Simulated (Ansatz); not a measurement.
**Which is lower?**

The two ends of one reaction step of SiNH₆F, closed shell (PBE0-D4/def2-TZVP).

A:

Si1  (-0.514, -0.782, -0.041)
H2  (0.875, -1.097, 0.468)
H3  (-0.853, -1.869, -0.990)
H4  (-1.388, -0.807, 1.155)
N5  (-0.656, 0.716, -0.854)
H6  (1.611, 0.311, 1.072)
F7  (1.751, 1.179, 1.376)
H8  (-0.391, 0.780, -1.823)
H9  (-0.435, 1.569, -0.363)
(Å)

B:

Si1  (-1.007, -0.037, 0.436)
H2  (2.753, -1.216, -0.120)
H3  (-1.261, -1.435, 0.026)
H4  (-2.197, 0.661, 0.969)
N5  (-0.441, 0.825, -0.909)
H6  (2.318, -0.934, 0.418)
F7  (0.033, -0.125, 1.657)
H8  (0.229, 0.430, -1.549)
H9  (-0.426, 1.831, -0.927)
(Å)

Program: Ansatz 0.2.0. Basis: def2-TZVPP. Cores are frozen in the correlated methods. B3LYP uses VWN-RPA correlation.

(1) Which structure is lower at CCSD(T), and by how much? (Judge from chemistry; the value comes from the calculation.)

T1 diagnostic: at most 0.011.

## Answers

(1) The calculation gives: B, by 1.306 eV (electronic energy, against the other). By their contacts, A is a complex of SiNH₅ ([NH2][SiH3]) + HF and B is a complex of SiNH₄F ([NH2][SiH2][F]) + H₂.

All methods give the same order:

```tsv
method	E(B) − E(A) (eV)
SPW92	-1.130
PBE-D4	-1.201
BLYP-D4	-1.316
r2SCAN-D4	-1.342
B97M-V	-1.329
PBE0-D4	-1.215
B3LYP-D4	-1.319
r2SCAN0-D4	-1.322
BHLYP-D4	-1.352
CAM-B3LYP-D4	-1.341
wB97X-V	-1.314
wB97M-V	-1.330
B2PLYP	-1.348
PBE-QIDH	-1.282
RPA on PBE	-1.306
HF	-1.412
MP2	-1.356
CCSD	-1.308
CCSD(T)	-1.306
```

Labels in which every atom is bracketed show which atoms are joined, not bond orders.

For scale, one of the runs: CCSD(T)/def2-TZVPP, 188 basis functions, launched by `ansatz run in.yaml --threads 2 --pin off --events-out ev --progress --plain --max-ram 4352MiB`. Hardware: 2 CPU threads of an Arm Neoverse V1, shared host. Wall time 49 s; peak host memory 2 GiB.
